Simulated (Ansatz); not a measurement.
We consider bcc Hf (high-temperature phase), described by PBEsol in Ansatz (plane waves, PAW).

Run with plane-wave cutoff 500 eV, 28×28×28 k mesh, Fermi–Dirac smearing 0.1 eV, scalar-relativistic PAW data made under PBE.

Computed at the level's own relaxed cell.

Problem. What does this level give for the equilibrium volume per atom and lattice constant a?

Solution. 
equilibrium volume per atom: 21.32 Å³/atom
lattice constant a: 3.494 Å

The run finds no gap.

Note: symmetry holds this phase in the static calculation, where it need not be a minimum; the relaxation could not lower the start's symmetry, so the cell can be a saddle point above a distorted one.

Spin–orbit coupling is not included.

Computed values are for the static lattice.

It cost roughly 90 core-seconds of CPU time.

Ansatz is a quantum-chemistry and plane-wave program.
